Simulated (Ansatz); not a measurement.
Isolated molecules relaxed with PBE0-D4/def2-TZVP in Ansatz; ΔE leaves out vibrations. CCSD(T)/CBS adds triple-zeta CCSD(T) − MP2 to the extrapolated MP2 energy (def2 sets, frozen cores). This one scheme is used for every species. DFT in def2-TZVPP. B3LYP here is the variant with VWN-RPA as its local correlation; programs differ in this. HSE06 is defined as in plane-wave codes. For Mg outer-core shells are correlated without core-valence functions, which leaves a few kJ/mol of doubt a bond.

Reaction (hydrogenolysis of a Mg–S bond): `C[S][MgH]` + H₂ → `[MgH2]` + CH₃SH

| level | ΔE (kJ/mol) | difference from CCSD(T)/CBS |
| --- | --- | --- |
| LDA (SPW92) | 88.7 | -10.7 |
| PBE-D4 | 95.2 | -4.2 |
| revPBE-D4 | 95.5 | -3.9 |
| BLYP-D4 | 93.6 | -5.8 |
| r2SCAN-D4 | 99.9 | 0.5 |
| B97M-V | 73.7 | -25.7 |
| B3LYP-D4 | 92.2 | -7.2 |
| r2SCANh-D4 | 99.0 | -0.4 |
| r2SCAN0-D4 | 97.6 | -1.8 |
| HSE06-D4 | 93.9 | -5.5 |
| CAM-B3LYP-D4 | 86.6 | -12.8 |
| ωB97X-V | 89.2 | -10.2 |
| ωB97M-V | 91.0 | -8.4 |
| B2PLYP | 94.0 | -5.4 |
| PBE | 93.2 | -6.2 |
| BLYP | 89.9 | -9.5 |
| r2SCAN | 99.4 | 0.0 |
| PBE0 | 91.6 | -7.8 |
| B3LYP | 88.9 | -10.5 |
| r2SCAN0 | 96.9 | -2.5 |
| HSE06 | 92.1 | -7.3 |
| BHLYP | 86.5 | -12.9 |
| CAM-B3LYP | 84.6 | -14.8 |
| LC-ωPBE | 87.7 | -11.7 |
| RPA@PBE/def2-TZVPP | 86.5 | -12.9 |
| HF/def2-SVP | 79.4 | -20.0 |
| MP2/def2-SVP | 98.9 | -0.5 |
| CCSD(T)/def2-SVP | 90.0 | -9.4 |
| HF/def2-TZVPP | 78.9 | -20.5 |
| MP2/def2-TZVPP | 103.6 | 4.2 |
| SCS-MP2/def2-TZVPP | 96.2 | -3.2 |
| CCSD/def2-TZVPP | 89.3 | -10.1 |
| CCSD(T)/def2-TZVPP | 93.2 | -6.2 |
| HF/def2-QZVPP | 79.2 | -20.2 |
| MP2/def2-QZVPP | 107.2 | 7.8 |
| SCS-MP2/def2-QZVPP | 99.8 | 0.4 |
| CCSD/def2-QZVPP | 93.1 | -6.3 |
| CCSD(T)/def2-QZVPP | 97.9 | -1.5 |
| HF/CBS(def2) | 79.3 | -20.1 |
| CCSD/CBS(def2) | 95.5 | -3.9 |
| CCSD(T)/CBS | 99.4 | 0 |

Largest T1 diagnostic among the species: 0.009.

From BLYP to BHLYP (50 % exact exchange), in def2-TZVPP and without D4, ΔE moves by −3.4 kJ/mol. Leaving LDA and LC-ωPBE aside and taking each functional with its dispersion term where it has one, the values spread over 26.2 kJ/mol, from B97M-V to r2SCAN-D4. LDA lies −4.5 kJ/mol from PBE without D4. The D4 term adds +3.3 kJ/mol with B3LYP and +1.8 kJ/mol with PBE0; it sums over pairs of atoms, weighted by their polarisabilities, and B3LYP, whose exchange is more repulsive, gets the larger term.
